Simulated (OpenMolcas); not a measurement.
# BN (boron nitride): methods side by side

BN has 2 atoms, charge 0, and is taken as a triplet. SMILES: `B#N`. The coordinates come from a GFN2-xTB relaxation.

```xyz
2

B     0.0000    0.0000    0.0000
N     0.0000    0.0000    1.2684
```

Quantity: the energy change with the B1–N2 bond stretched from 1.268 to 1.973 Å, in eV. The values are calculated.

```json
{"level": "ROHF/STO-3G", "kind": "Hartree–Fock", "program": "OpenMolcas", "value (eV)": "2.05", "less FCI/STO-3G": "-0.20", "CPU time (all runs)": "4.1 s"}
{"level": "UHF/STO-3G", "kind": "Hartree–Fock", "program": "OpenMolcas", "value (eV)": "1.53", "less FCI/STO-3G": "-0.72", "CPU time (all runs)": "3.6 s"}
{"level": "USVWN5/STO-3G", "kind": "LDA", "program": "OpenMolcas", "value (eV)": "3.04", "less FCI/STO-3G": "+0.79", "CPU time (all runs)": "7.4 s"}
{"level": "UPBE/STO-3G", "kind": "GGA", "program": "OpenMolcas", "value (eV)": "2.65", "less FCI/STO-3G": "+0.40", "CPU time (all runs)": "7.2 s"}
{"level": "U-r2SCAN/STO-3G", "kind": "meta-GGA", "program": "OpenMolcas", "value (eV)": "2.77", "less FCI/STO-3G": "+0.52", "CPU time (all runs)": "9 s"}
{"level": "UM06-2X/STO-3G", "kind": "hybrid meta-GGA", "program": "OpenMolcas", "value (eV)": "2.62", "less FCI/STO-3G": "+0.37", "CPU time (all runs)": "9 s"}
{"level": "ROCCSD(T)/STO-3G", "kind": "coupled cluster or CI", "program": "OpenMolcas", "value (eV)": "2.25", "less FCI/STO-3G": "0.00", "CPU time (all runs)": "4.5 s"}
{"level": "FCI/STO-3G", "kind": "exact in the basis", "program": "OpenMolcas", "value (eV)": "2.25", "less FCI/STO-3G": "0.00", "CPU time (all runs)": "3.3 s"}
```

FCI/STO-3G is exact within its basis and frozen core, so for wave-function methods in that basis the difference is their error; functionals converge differently with the basis, so for them it is only a difference. The first shape isn't each level's own minimum. The values span 1.53 to 3.04 eV. Spin contamination of the reference (⟨S²⟩ at least 0.1 too high) touches UHF/STO-3G. All rows use very small basis sets, so even the best lies far from the true value. CPU times are rough (shared hosts, several kinds of processor): they show what a rung costs within a factor of a few.
